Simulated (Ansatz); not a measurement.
# CCSD(T) against full CI for several species

Each species is computed at the geometry given (Å), with frozen cores, in Ansatz 0.2.0: RHF-CCSD(T) for singlets, UHF-CCSD(T) otherwise, and full CI in the same basis. The program picks the determinant by a search with trial CCSD, so it needn't be the lowest Hartree–Fock solution. States: HMgLi singlet Σ⁺, HBAl⁺ quintet Σ⁻ or Δ, NaBr singlet Σ⁺. Cases whose determinant has another symmetry than full CI's state, or lies over 0.5 eV above the lowest of its kind, whose (Q) step broke down or whose higher cluster runs on it stay over 0.1 eV above full CI weren't drawn. No relativity is included.

Task: Judging by size, spin and bonding and the diagnostics given, rank them by the size of CCSD(T)'s error in total energy against full CI in the same basis, smallest first (an estimate).
A. HBAl⁺, quintet, 6-31G: B 0.000 0.000 0.252; Al 0.000 0.000 -1.689; H 0.000 0.000 1.437. T1 0.046, (T) -55 meV in a correlation energy of -1.73 eV
B. NaBr, singlet, 6-31G: Br 0.000 0.000 0.000; Na 0.000 0.000 2.507. T1 0.015, (T) -22 meV in a correlation energy of -1.28 eV
C. HMgLi, singlet, cc-pVTZ: Li 0.000 0.000 2.442; Mg 0.000 0.000 -0.348; H 0.000 0.000 -2.094. T1 0.012, (T) -25 meV in a correlation energy of -1.98 eV

Result: B (3.0 meV), C (8.7 meV), A (34.0 meV).

```
       species    basis  correlated electrons  CCSD(T) − full CI (meV)  CCSDT(Q) − full CI (meV)  unpaired electrons (full CI)     T1  ⟨S²⟩ of the determinant
 NaBr, singlet    6-31G                     8                      3.0                      -0.4                          0.01  0.015                     0.00
HMgLi, singlet  cc-pVTZ                     4                      8.7                       0.2                          0.11  0.012                     0.00
HBAl⁺, quintet    6-31G                     6                     34.0                      -2.3                          4.02  0.046                     6.00
```

Unpaired electrons are Σ n²(2−n)² over natural occupations; an open shell counts its own unpaired electrons too. Frozen cores follow each run's orbitals, which moves totals by a few meV.
